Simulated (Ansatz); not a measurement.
The same path of CH₆AlF (9 atoms, charge 0, multiplicity 1) was run twice with different band settings. Lost on the way: Al1–C2, F8–H9. Made: C2–H9.

These are results of Ansatz 0.2.0, RKS B3LYP-D4/def2-SVP, not measurements.

Relaxed end points:

```xyz
9
Properties=species:S:1:pos:R:3
Al -0.013 -0.046 0.235
C 0.007 0.173 2.210
H -0.943 -0.099 2.705
H 0.826 -0.370 2.720
H 0.172 1.238 2.458
H 1.378 -0.036 -0.536
H -1.359 0.281 -0.545
F -0.253 -2.125 0.516
H -0.246 -2.174 1.453
```

```xyz
9
Properties=species:S:1:pos:R:3
Al -0.056 -0.468 -0.309
C -0.036 -0.202 2.522
H -0.951 -0.023 3.102
H 0.833 -0.290 3.186
H 0.129 0.664 1.860
H 1.413 0.073 -0.484
H -1.381 0.370 -0.470
F -0.233 -2.132 -0.164
H -0.148 -1.152 1.972
```

Common settings: movable images 7; climbing image yes; spring 5.0 eV/Å²; optimiser quadratic models (default); force threshold 0.05 eV/Å; iteration limit 60; end points relaxed.

| run | start path |
| --- | --- |
| 1 | through a guess of the saddle point |
| 2 | straight line |

Question: What does each run give, and how far can it be trusted?

Answer: Run 1: converged after 22 iterations, highest image 0.070 eV above the first end. A vibrational analysis at the climbing image gives one clearly imaginary mode, 552i cm⁻¹: a first-order saddle point.
Run 2: converged after 9 iterations, highest image 0.090 eV above the first end. The order of the point at the top wasn't checked.
The orbitals stay closed-shell, which can raise the energy where a bond breaks towards radicals; this wasn't checked here.
